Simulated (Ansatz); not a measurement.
A made-up structure of C2H2F (charge -1), closed shell:

C1  (0.726, -0.718, -0.169)
C2  (-0.106, 0.290, -0.054)
F3  (1.750, -1.030, -0.991)
H4  (0.320, -1.538, 0.450)
H5  (-1.043, 0.438, 0.498)
(Å)

It is relaxed with PBE-D4/def2-SVPD and then PBE0-D4/def2-TZVPD (Ansatz 0.2.0). Atoms count as bonded within 1.22 times the sum of their covalent radii (H–H: 0.88 Å). The end point is not checked to be a true minimum.

Does its bonding change? (A judgement: the text doesn't fix the answer.)

Computed: No: no bond forms or breaks.

Where it ends: The first stage lowers the energy by 1.00 eV in 8 steps. It ends as C₂H₂F ([CH][CH][F]), total charge -1:
```tsv
atom	x (Å)	y (Å)	z (Å)
C1	0.5529	-0.7183	-0.1267
C2	-0.0853	0.4260	-0.1931
F3	1.7145	-0.9873	-0.9073
H4	0.3979	-1.6381	0.4523
H5	-0.9350	0.3582	0.5094
```

Labels in which every atom is bracketed show which atoms are joined, not bond orders.

For scale, one of the runs: PBE0-D4/def2-TZVPD relaxation, 132 basis functions, launched by `ansatz run in.yaml --threads 2 --pin off --events-out ev --progress --plain --max-ram 4352MiB`. The run took about 12 s on 2 CPU threads of an Arm Neoverse V1 (shared host).
